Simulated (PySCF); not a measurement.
**Argon: a sound run and one with changed settings**

Sound run: Ar [Ar], Ar⁺ [Ne] 3s2 3p5. All numbers are calculated (PySCF 2.14, the spin-free X2C one-electron Hamiltonian (Gaussian nucleus), in cc-pVDZ-DK (4s3p1d, 18 functions)). In the sound run the correlated levels freeze [Ne]. The sound run starts from symmetry-adapted Hartree-Fock orbitals and uses a fine grid where one is needed.

Changed run: basis STO-3G, all-electron and non-relativistic. This setting is unsound on purpose.

```csv
species,method,sound run (hartree),changed run (hartree),converged
Ar,UHF,-528.60601,-521.22288,yes
Ar,PBE0,-529.18394,-521.71168,yes
Ar,B3LYP,-529.36126,-521.84571,yes
Ar,MP2,-528.74640,-521.22288,yes
Ar⁺,UHF,-528.06731,-520.72694,yes
Ar⁺,PBE0,-528.60543,-521.17237,yes
Ar⁺,B3LYP,-528.78165,-521.30825,yes
Ar⁺,MP2,-528.17986,-520.72694,yes
```

Ionisation energy of Ar:

```csv
method,sound run (eV),changed run (eV)
UHF,14.659,13.495
PBE0,15.742,14.675
B3LYP,15.772,14.625
MP2,15.416,13.495
SCS-MP2,15.326,13.495
```

A minimal basis cannot let orbitals breathe on ionisation and holds almost no correlation. The Hamiltonian changed with the basis, so the totals do not compare.

For comparison, NIST gives 15.760 eV between the lowest levels.
